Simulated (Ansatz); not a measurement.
A made-up structure of C2HO, doublet:

C1  (1.258, -0.737, 0.891)
C2  (0.388, -0.215, 0.110)
O3  (-0.508, 0.174, -0.713)
H4  (0.747, 0.715, 0.472)
(Å)

It is relaxed with PBE-D4/def2-SVP and then PBE0-D4/def2-TZVP (Ansatz 0.2.0). Atoms count as bonded within 1.22 times the sum of their covalent radii (H–H: 0.88 Å). The end point is not checked to be a true minimum.

Q: Does its bonding change? (A judgement: the text doesn't fix the answer.)

A: By the calculation: Yes. Formed: C1–H4; broken: C2–H4.

Where it ends: The first stage lowers the energy by 3.23 eV in 12 steps. It ends as C₂HO ([CH][C][O]):
```
4
angstrom
C 1.0114 -0.1557 0.6853
C 0.0668 -0.1459 -0.1899
O -0.7761 -0.3209 -0.9776
H 1.5836 0.5602 1.2422
```

Labels in which every atom is bracketed show which atoms are joined, not bond orders.

For scale, one of the runs: PBE0-D4/def2-TZVP relaxation, 99 basis functions, launched by `ansatz run in.yaml --threads 2 --pin off --events-out ev --progress --plain --max-ram 4352MiB`. Hardware: 2 CPU threads of an Arm Neoverse V2, shared host. Wall time about 19 s.
